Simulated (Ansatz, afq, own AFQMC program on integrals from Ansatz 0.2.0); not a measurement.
# NH₃O (triplet): AFQMC on the coupled-cluster ladder at distance O1–H3 along a hydrogen transfer = 1.035 Å, cc-pVTZ

How near does AFQMC come to the top of the ladder for NH₃O (triplet)?

Program: Ansatz 0.2.0, Gaussian basis, and an in-house AFQMC program (afq) on its integrals; all values are calculated. Level of theory: cc-pVTZ, frozen cores. These are calculated values, not measurements.

To be run: PBE (unrestricted); r2SCAN (unrestricted); PBE0 (unrestricted); B3LYP (unrestricted); wB97M-V (unrestricted); B2PLYP (unrestricted); CCSD(T) on UHF; CCSD(T) on UHF; CCSD(T) on UHF; Phaseless AFQMC, CISD trial on UHF.

## 1. The geometry

The geometry derives from fragments relaxed apart (PBE0/def2-TZVP) and kept rigid, so it is no stationary point. A hydrogen atom is moved between rigid fragments.

5 atoms, charge 0, spin multiplicity 3.

Atoms are counted from 1 here; the program's logs count them from 0.

Bond lengths: O1–H2 0.960 Å, O1–H3 1.035 Å, H3–N4 1.229 Å, N4–H5 1.040 Å. Angles: H2–O1–H3 105.1°, O1–H3–N4 180.0°, H3–N4–H5 105.0°.

Geometry (Å):

```xyz
5
charge 0, multiplicity 3
O    -1.06135    0.00237    0.00000
H    -1.31066    0.92895    0.00000
H    -0.02635    0.00237    0.00000
N     1.20265    0.00237    0.00000
H     1.47173   -1.00186    0.00000
```

## 2. PBE (unrestricted)

in.yaml

```yaml
crystal:
  periodic: [false, false, false]
  atoms:
    - {symbol: O, position_ang: [-1.061350, 0.002370, 0.000000]}
    - {symbol: H, position_ang: [-1.310659, 0.928945, 0.000000]}
    - {symbol: H, position_ang: [-0.026350, 0.002370, 0.000000]}
    - {symbol: N, position_ang: [1.202650, 0.002370, 0.000000]}
    - {symbol: H, position_ang: [1.471732, -1.001857, 0.000000]}
basis:
  gaussian: {orbitals: cc-pVTZ}
magnetization: {spin_polarized: true, initial_magnetization: 2}
hamiltonian: {xc: {name: PBE}}
output: {orbitals: {seedname: orbitals}}
```

Run with:

```
> ansatz run in.yaml --threads 1 --pin off --events-out ev --progress --plain --max-ram 8192MiB --backend cpu
```

What it wrote:

```text
Functional definition: PBE
  name "PBE"
  cite "Perdew, Burke & Ernzerhof, Phys. Rev. Lett. 77, 3865 (1996) doi:10.1103/PhysRevLett.77.3865"
  parent pbe
  parameter kappa = 0.804
  parameter beta = 0.06672455060314922
  exchange = pbe_x(kappa = kappa, mu = beta*pi^2/3)
  correlation = pbe_c(beta = beta)
522 factors; their error is unknown
mean field evaluation 1: about -3573.3686 eV, gradient 4.2e1 eV
mean field evaluation 2: about -3531.1722 eV, gradient 9.6e1 eV
mean field evaluation 4: about -3578.8792 eV, gradient 6.7e0 eV
mean field evaluation 8: about -3579.1268 eV, gradient 1.6e-1 eV
mean field evaluation 16: about -3579.1140 eV, gradient 1.9e-4 eV
mean field evaluation 32: about -3577.7645 eV, gradient 5.7e0 eV
mean field -3579.11402963 eV, -131.5300145782 hartree, gradient 2.7e-5 eV, S^2 2.005473; 3 other end points of the search recorded, 0 dependent functions left out
reference -3579.11405178 eV, -131.5300153921 hartree; 10, 8 occupied and 92, 94 virtual orbitals, 522 factors
Total energy: -3579.11405178 eV, -131.5300153921 hartree
```

Run time: 2.6 s. Hardware: 1 thread of AMD EPYC 7R13 (Zen 3), shared host; peak memory 1.6 GiB.

From the report: ⟨S²⟩ of the determinant 2.005 (pure triplet: 2.00).

## 3. r2SCAN (unrestricted)

Edit in.yaml of step 2 so:

```diff
@@ -11,3 +11,2 @@
 magnetization: {spin_polarized: true, initial_magnetization: 2}
-hamiltonian: {xc: {name: PBE}}
-output: {orbitals: {seedname: orbitals}}
+hamiltonian: {xc: {name: r2SCAN}}
```

The command is unchanged.

What it wrote:

```text
Functional definition: r2SCAN
  name "r2SCAN"
  cite "Furness, Kaplan, Ning, Perdew & Sun, J. Phys. Chem. Lett. 11, 8208 (2020) doi:10.1021/acs.jpclett.0c02405"
  cite "Furness, Kaplan, Ning, Perdew & Sun, J. Phys. Chem. Lett. 11, 9248 (2020) doi:10.1021/acs.jpclett.0c03077"
  parent r2scan
  parameter k0 = 0.174
  parameter k1 = 0.065
  parameter a1 = 4.9479
  exchange = r2scan_x(k0 = k0, k1 = k1, a1 = a1)
  correlation = r2scan_c
522 factors; their error is unknown
mean field evaluation 1: about -3576.5973 eV, gradient 3.8e1 eV
mean field evaluation 2: about -3544.9511 eV, gradient 8.5e1 eV
mean field evaluation 4: about -3581.1231 eV, gradient 6.7e0 eV
mean field evaluation 8: about -3581.3718 eV, gradient 1.9e-1 eV
mean field evaluation 16: about -3581.3589 eV, gradient 1.1e-4 eV
mean field -3581.35891408 eV, -131.6125125602 hartree, gradient 3.7e-5 eV, S^2 2.010554; 0 other end points of the search recorded, 0 dependent functions left out
reference -3581.35892152 eV, -131.6125128337 hartree; 10, 8 occupied and 92, 94 virtual orbitals, 522 factors
Total energy: -3581.35892152 eV, -131.6125128337 hartree
```

Wall time 2.4 s (1 thread of AMD EPYC 7R13 (Zen 3), shared host); peak memory 1.6 GiB.

From the report: ⟨S²⟩ of the determinant 2.011 (pure triplet: 2.00).

## 4. PBE0 (unrestricted)

Edit in.yaml of step 3 so:

```diff
@@ -11,2 +11,3 @@
 magnetization: {spin_polarized: true, initial_magnetization: 2}
-hamiltonian: {xc: {name: r2SCAN}}
+hamiltonian: {xc: {name: PBE0}}
+output: {orbitals: {seedname: orbitals}}
```

Launched as before.

What it wrote:

```text
Functional definition: PBE0
  name "PBE0"
  cite "Adamo & Barone, J. Chem. Phys. 110, 6158 (1999) doi:10.1063/1.478522"
  cite "Perdew, Burke & Ernzerhof, Phys. Rev. Lett. 77, 3865 (1996) doi:10.1103/PhysRevLett.77.3865"
  parent pbe
  parameter a = 0.25
  parameter kappa = 0.804
  parameter beta = 0.06672455060314922
  exchange = (1 - a)*pbe_x(kappa = kappa, mu = beta*pi^2/3) + a*exact_x
  correlation = pbe_c(beta = beta)
525 factors; their error is unknown
mean field evaluation 1: about -3575.2129 eV, gradient 3.5e1 eV
mean field evaluation 2: about -3561.2851 eV, gradient 6.6e1 eV
mean field evaluation 4: about -3579.0516 eV, gradient 2.5e0 eV
mean field evaluation 8: about -3579.0959 eV, gradient 1.2e-1 eV
mean field evaluation 16: about -3579.0927 eV, gradient 8.1e-5 eV
mean field -3579.09272024 eV, -131.5292314727 hartree, gradient 8.1e-5 eV, S^2 2.009196; 0 other end points of the search recorded, 0 dependent functions left out
reference -3579.09273668 eV, -131.5292320767 hartree; 10, 8 occupied and 92, 94 virtual orbitals, 525 factors
Total energy: -3579.09273668 eV, -131.5292320767 hartree
```

Run time: 1.5 s. Hardware: 1 thread of AMD EPYC 7R13 (Zen 3), shared host; peak memory 1.6 GiB.

From the report: ⟨S²⟩ of the determinant 2.009 (pure triplet: 2.00).

## 5. B3LYP (unrestricted)

Edit in.yaml of step 4 so:

```diff
@@ -11,3 +11,2 @@
 magnetization: {spin_polarized: true, initial_magnetization: 2}
-hamiltonian: {xc: {name: PBE0}}
-output: {orbitals: {seedname: orbitals}}
+hamiltonian: {xc: {name: B3LYP}}
```

Same command.

What it wrote (excerpt; [...] marks lines left out):

```text
Functional definition: B3LYP
  name "B3LYP"
  cite "Stephens, Devlin, Chabalowski & Frisch, J. Phys. Chem. 98, 11623 (1994) doi:10.1021/j100096a001"
  cite "Becke, Phys. Rev. A 38, 3098 (1988) doi:10.1103/PhysRevA.38.3098"
  cite "Lee, Yang & Parr, Phys. Rev. B 37, 785 (1988) doi:10.1103/PhysRevB.37.785"
  cite "Vosko, Wilk & Nusair, Can. J. Phys. 58, 1200 (1980) doi:10.1139/p80-159"
[...]
522 factors; their error is unknown
[...]
mean field -3583.20676622 eV, -131.6804198737 hartree, gradient 7.6e-5 eV, S^2 2.008109; 0 other end points of the search recorded, 0 dependent functions left out
reference -3583.20692001 eV, -131.6804255253 hartree; 10, 8 occupied and 92, 94 virtual orbitals, 522 factors
Total energy: -3583.20692001 eV, -131.6804255253 hartree
```

It took 1.5 s on 1 thread of AMD EPYC 7R13 (Zen 3), shared host; peak memory 1.6 GiB.

From the report: ⟨S²⟩ of the determinant 2.008 (pure triplet: 2.00).

## 6. wB97M-V (unrestricted)

Edit in.yaml of step 5 so:

```diff
@@ -11,2 +11,3 @@
 magnetization: {spin_polarized: true, initial_magnetization: 2}
-hamiltonian: {xc: {name: B3LYP}}
+hamiltonian: {xc: {name: wB97M-V}}
+output: {orbitals: {seedname: orbitals}}
```

Launched as before.

What it wrote (excerpt; [...] marks lines left out):

```text
Functional definition: wB97M-V
  name "wB97M-V"
  cite "Mardirossian & Head-Gordon, J. Chem. Phys. 144, 214110 (2016) doi:10.1063/1.4952647"
  cite "Becke, J. Chem. Phys. 107, 8554 (1997) doi:10.1063/1.475007"
  cite "Vydrov & Van Voorhis, J. Chem. Phys. 133, 244103 (2010) doi:10.1063/1.3521275"
  # Of w^i u^j: cxij and so on, Table III.
[...]
  gx(w, u) = 1 - cx + cx01*u + cx10*w
  gss(w, u) = css00 + css04*u^4 + css10*w + css20*w^2 + css43*w^4*u^3
  gos(w, u) = cos00 + cos10*w + (cos20 + cos21*u)*w^2 + (cos60 + cos61*u)*w^6
[...]
      + integral(e_c_pw_mod_opposite_spin*gos(b97_w_opposite, b97_u_opposite)) + vv10(b, c)
522 factors; their error is unknown
117 factors; integrals over basis functions are off by at most 1.8e-5 eV
[...]
mean field -3581.48115850 eV, -131.6170049599 hartree, gradient 8.9e-5 eV, S^2 2.008509; 0 other end points of the search recorded, 0 dependent functions left out
reference -3581.48118576 eV, -131.6170059615 hartree; 10, 8 occupied and 92, 94 virtual orbitals, 522 factors
Total energy: -3581.48118576 eV, -131.6170059615 hartree
```

It took 4.1 s on 1 thread of AMD EPYC 7R13 (Zen 3), shared host; peak memory 1.6 GiB.

From the report: ⟨S²⟩ of the determinant 2.009 (pure triplet: 2.00).

## 7. B2PLYP (unrestricted)

Edit in.yaml of step 6 so:

```diff
@@ -11,3 +11,3 @@
 magnetization: {spin_polarized: true, initial_magnetization: 2}
-hamiltonian: {xc: {name: wB97M-V}}
-output: {orbitals: {seedname: orbitals}}
+hamiltonian: {xc: {name: B2PLYP}}
+correlation: {electrons: outside_noble_gas}
```

Same command.

What it wrote (excerpt; [...] marks lines left out):

```text
Functional definition: B2PLYP
  name "B2PLYP"
  cite "Grimme, J. Chem. Phys. 124, 034108 (2006) doi:10.1063/1.2148954"
  cite "Becke, Phys. Rev. A 38, 3098 (1988) doi:10.1103/PhysRevA.38.3098"
  cite "Lee, Yang & Parr, Phys. Rev. B 37, 785 (1988) doi:10.1103/PhysRevB.37.785"
[...]
605 factors; integrals over basis functions are off by at most 1.3e-3 eV
[...]
mean field -3576.73820619 eV, -131.4427046773 hartree, gradient 3.4e-6 eV, S^2 2.014707; 0 other end points of the search recorded, 0 dependent functions left out
2 core orbitals not correlated: weight in the atoms' cores, before any rotation towards them, 1.000 or more for the frozen orbitals, at most 0.000 for the correlated occupied ones
reference -3576.73830285 eV, -131.4427082293 hartree; 8, 6 occupied and 92, 94 virtual orbitals, 605 factors
second order -13.76254097 eV of doubles, -0.00000000 eV of singles
Total energy: -3580.45418891 eV, -131.5792645234 hartree
```

Run time: 2.1 s. Hardware: 1 thread of AMD EPYC 7R13 (Zen 3), shared host; peak memory 1.6 GiB.

From the report: ⟨S²⟩ of the determinant 2.015 (pure triplet: 2.00).

## 8. CCSD(T) on UHF

Edit in.yaml of step 7 so:

```diff
@@ -11,3 +11,2 @@
 magnetization: {spin_polarized: true, initial_magnetization: 2}
-hamiltonian: {xc: {name: B2PLYP}}
-correlation: {electrons: outside_noble_gas}
+correlation: {method: ccsd_t, electrons: outside_noble_gas, hamiltonian_folder: ham}
```

Run with:

```
> ansatz run in.yaml --threads 1 --pin off --events-out ev --progress --plain --max-ram 24576MiB --backend cuda --devices 0, --max-vram 18GiB
```

What it wrote (excerpt; [...] marks lines left out):

```text
Functional definition: HF
  name "HF"
  cite "Fock, Z. Phys. 61, 126 (1930) doi:10.1007/BF01340294"
  parent pbe
[...]
605 factors; integrals over basis functions are off by at most 1.3e-3 eV
[...]
mean field -3564.28574716 eV, -130.9850852485 hartree, gradient 2.1e-6 eV, S^2 2.025886; 4 other end points of the search recorded, 0 dependent functions left out
determinant -3564.28574716 eV, -130.9850852485 hartree, with singles and doubles -3576.33655720 eV, -131.4279443491 hartree
determinant -3561.65503947 eV, -130.8884085241 hartree, with singles and doubles -3573.31060024 eV, -131.3167424817 hartree
determinant -3560.82636782 eV, -130.8579554027 hartree, with singles and doubles -3573.00140744 eV, -131.3053798559 hartree
2 core orbitals not correlated: weight in the atoms' cores, before any rotation towards them, 1.000 or more for the frozen orbitals, at most 0.000 for the correlated occupied ones
reference -3564.28574716 eV, -130.9850852485 hartree; 8, 6 occupied and 92, 94 virtual orbitals, 605 factors
second order -11.35518358 eV of doubles, -0.00000000 eV of singles
cycle   1  -11.95026044 eV  change    -1.1e0 eV  update   1.8e-2
[...]
cycle  12  -11.98421140 eV  change    8.9e-6 eV  update   1.3e-5
perturbative correction -0.39302261 eV, -0.0144433144 hartree
Total energy: -3576.66298116 eV, -131.4399402085 hartree
```

Wall time 17 s (1 × NVIDIA H100 80GB HBM3 with 1 thread of AMD EPYC 7R13 (Zen 3), shared host); peak host memory 1.6 GiB.

From the report: ⟨S²⟩ of the determinant 2.026 (pure triplet: 2.00); correlation -12.3772 eV; T1 0.019; largest double amplitude 0.02.

This run also writes the integrals to the folder ham.

## 9. CCSD(T) on UHF

Edit in.yaml of step 8 so:

```diff
@@ -9,4 +9,4 @@
 basis:
-  gaussian: {orbitals: cc-pVTZ}
+  gaussian: {orbitals: def2-TZVPP}
 magnetization: {spin_polarized: true, initial_magnetization: 2}
-correlation: {method: ccsd_t, electrons: outside_noble_gas, hamiltonian_folder: ham}
+correlation: {method: ccsd_t, electrons: outside_noble_gas}
```

Launched as before.

What it wrote (excerpt; [...] marks lines left out):

```text
Functional definition: HF
  name "HF"
  cite "Fock, Z. Phys. 61, 126 (1930) doi:10.1007/BF01340294"
  parent pbe
[...]
639 factors; integrals over basis functions are off by at most 1.2e-3 eV
[...]
mean field -3564.48636491 eV, -130.9924578148 hartree, gradient 4.3e-6 eV, S^2 2.026233; 4 other end points of the search recorded, 0 dependent functions left out
determinant -3564.48636491 eV, -130.9924578148 hartree, with singles and doubles -3576.50705980 eV, -131.4342102042 hartree
determinant -3561.86345378 eV, -130.8960676087 hartree, with singles and doubles -3573.48533732 eV, -131.3231639512 hartree
determinant -3561.03825553 eV, -130.8657421324 hartree, with singles and doubles -3573.19641991 eV, -131.3125464320 hartree
2 core orbitals not correlated: weight in the atoms' cores, before any rotation towards them, 1.000 or more for the frozen orbitals, at most 0.000 for the correlated occupied ones
reference -3564.48636491 eV, -130.9924578148 hartree; 8, 6 occupied and 94, 96 virtual orbitals, 639 factors
second order -11.32329241 eV of doubles, -0.00000000 eV of singles
cycle   1  -11.92534350 eV  change    -1.0e0 eV  update   1.8e-2
[...]
cycle  12  -11.95764790 eV  change    8.3e-6 eV  update   1.3e-5
perturbative correction -0.39344275 eV, -0.0144587545 hartree
Total energy: -3576.83745556 eV, -131.4463520244 hartree
```

Run time: 16 s. Hardware: 1 × NVIDIA H100 80GB HBM3 with 1 thread of AMD EPYC 7R13 (Zen 3), shared host; peak host memory 1.6 GiB.

From the report: ⟨S²⟩ of the determinant 2.026 (pure triplet: 2.00); correlation -12.3511 eV; T1 0.020; largest double amplitude 0.03.

## 10. CCSD(T) on UHF

Edit in.yaml of step 9 so:

```diff
@@ -9,3 +9,3 @@
 basis:
-  gaussian: {orbitals: def2-TZVPP}
+  gaussian: {orbitals: "def2-QZVPP.json"}
 magnetization: {spin_polarized: true, initial_magnetization: 2}
```

The command is unchanged.

What it wrote (excerpt; [...] marks lines left out):

```text
Functional definition: HF
  name "HF"
  cite "Fock, Z. Phys. 61, 126 (1930) doi:10.1007/BF01340294"
  parent pbe
[...]
1254 factors; integrals over basis functions are off by at most 1.2e-3 eV
[...]
mean field -3564.66219066 eV, -130.9989192919 hartree, gradient 2.4e-6 eV, S^2 2.026550; 4 other end points of the search recorded, 0 dependent functions left out
determinant -3564.66219066 eV, -130.9989192919 hartree, with singles and doubles -3577.57982131 eV, -131.4736334626 hartree
determinant -3562.05736873 eV, -130.9031938518 hartree, with singles and doubles -3574.58655699 eV, -131.3636330276 hartree
determinant -3561.22037589 eV, -130.8724349321 hartree, with singles and doubles -3574.29015908 eV, -131.3527406054 hartree
2 core orbitals not correlated: weight in the atoms' cores, before any rotation towards them, 1.000 or more for the frozen orbitals, at most 0.000 for the correlated occupied ones
reference -3564.66219066 eV, -130.9989192919 hartree; 8, 6 occupied and 194, 196 virtual orbitals, 1254 factors
second order -12.22997461 eV of doubles, -0.00000000 eV of singles
cycle   1  -12.68607436 eV  change    -1.3e0 eV  update   2.2e-2
[...]
cycle  13  -12.73004275 eV  change   -5.1e-6 eV  update   8.6e-6
perturbative correction -0.45912358 eV, -0.0168724804 hartree
Total energy: -3577.85135699 eV, -131.4836122145 hartree
```

It took 17 s on 1 × NVIDIA H100 80GB HBM3 with 1 thread of AMD EPYC 7R13 (Zen 3), shared host; peak host memory 1.6 GiB.

From the report: ⟨S²⟩ of the determinant 2.027 (pure triplet: 2.00); correlation -13.1892 eV; T1 0.020; largest double amplitude 0.03.

## 11. Phaseless AFQMC, CISD trial on UHF

It reads the integrals that the CCSD(T) run on this determinant wrote.

Run with:

```
> afq ham --method phaseless --trial cisd --walkers 900 --populations 20 --least-time 60 --time-step 0.005 --steps-per-block 50 --equilibration-blocks 28 --max-blocks 4000 --target-error 0.00022 --factor-cut 1e-05 --start spin_pure --seed 1790 --release-times 0.24,0.51,0.99,1.62,2.4 --release-step 0.03 --release-every 3 --taylor-order 6
```

What it wrote:

```text
orbitals 100  electrons 8 6  factors 605 of 605
reference energy -130.98508525 Eh
CCSD correlation -0.44041189 Eh in 16 cycles, weight of the determinant in the CISD state 0.8820
energy of the start -131.424027 Eh
 block  time / (1/Eh)  mean weight  energy / Eh
     1     0.250  0.9998  -131.422635
     2     0.500  1.0004  -131.428454
     3     0.750  0.9998  -131.432009
     4     1.000  0.9992  -131.437581
     5     1.250  0.9991  -131.440413
     6     1.500  0.9999  -131.438942
     7     1.750  0.9997  -131.440739
     8     2.000  0.9995  -131.441218
     9     2.250  1.0002  -131.439162
    10     2.500  0.9999  -131.439809
    13     3.250  1.0007  -131.438102
    19     4.750  1.0005  -131.439782
    25     6.250  1.0006  -131.442120
    31     7.750  0.9998  -131.442179
    37     9.250  0.9997  -131.441881
    43    10.750  1.0005  -131.439682
    49    12.250  0.9994  -131.440581
    55    13.750  1.0008  -131.440746
    61    15.250  1.0004  -131.439311
    67    16.750  1.0004  -131.441045
    73    18.250  0.9983  -131.438306
    79    19.750  0.9976  -131.442937
    85    21.250  0.9978  -131.440371
    91    22.750  1.0007  -131.439901
    97    24.250  0.9996  -131.438627
   103    25.750  0.9997  -131.442998
   109    27.250  0.9999  -131.436954
   115    28.750  1.0001  -131.434748
   121    30.250  1.0005  -131.440790
   127    31.750  0.9980  -131.441862
   133    33.250  0.9997  -131.442640
   139    34.750  1.0001  -131.437662
   145    36.250  1.0000  -131.444465
   151    37.750  1.0010  -131.440498
   157    39.250  1.0007  -131.440159
   163    40.750  1.0000  -131.441614
   169    42.250  1.0003  -131.439245
   175    43.750  0.9997  -131.439172
   181    45.250  0.9988  -131.441803
   187    46.750  1.0011  -131.443028
   193    48.250  0.9998  -131.443383
   199    49.750  1.0012  -131.438438
   205    51.250  1.0003  -131.442046
   211    52.750  0.9990  -131.441851
   217    54.250  0.9997  -131.440024
   223    55.750  0.9998  -131.437418
   229    57.250  0.9997  -131.443857
   235    58.750  0.9999  -131.442116
   241    60.250  0.9996  -131.443918
error from the spread of 20 populations
released: time / (1/Eh)  energy / Eh  error  mean overlap
  0.24  -131.438852  0.002401  0.9953
  0.51  -131.441740  0.000236  0.9860
  0.99  -131.442185  0.000207  0.9731
  1.62  -131.441487  0.000532  0.9614
  2.40  -131.440841  0.001262  0.9803
energy -131.440429 +/- 0.000253 Eh
```

It took 3.9 min on 1 × NVIDIA H100 80GB HBM3 with 2 threads of AMD EPYC 7R13 (Zen 3), shared host; peak host memory 1.9 GiB.

Energy -3576.6763 ± 0.0069 eV. Caveats: constraint bias not in the error.

## 12. AFQMC on the ladder

On the UHF determinant, counted from CCSD(T) (a yardstick, not exact):

```
                                               level  energy (eV)  from CCSD(T) (kcal/mol)  statistical error (kcal/mol)     time
                                                  HF   -3564.2857                  +285.43                                       
                                                 MP2   -3575.6409                   +23.57                                       
                                                CCSD   -3576.2700                    +9.06                                       
                                             CCSD(T)   -3576.6630                     0.00                                       
Phaseless AFQMC, CISD trial, step 0.005, 900 walkers   -3576.6763                    -0.31                          0.16  3.9 min
```

The functionals' totals stand on their own zeros and serve differences with other points: PBE -3579.114 eV; r2SCAN -3581.359 eV; PBE0 -3579.093 eV; B3LYP -3583.207 eV; wB97M-V -3581.481 eV; B2PLYP -3580.454 eV.

## 13. Results

| quantity | value |
| --- | --- |
| Phaseless AFQMC, CISD trial on UHF from CCSD(T) | -0.31 ± 0.16 kcal/mol |

On UHF the phaseless walk with the CISD trial lies -0.31 kcal/mol from CCSD(T), within three error bars. Error bars are statistical and leave out the constraint, the time step and what remains of the start.
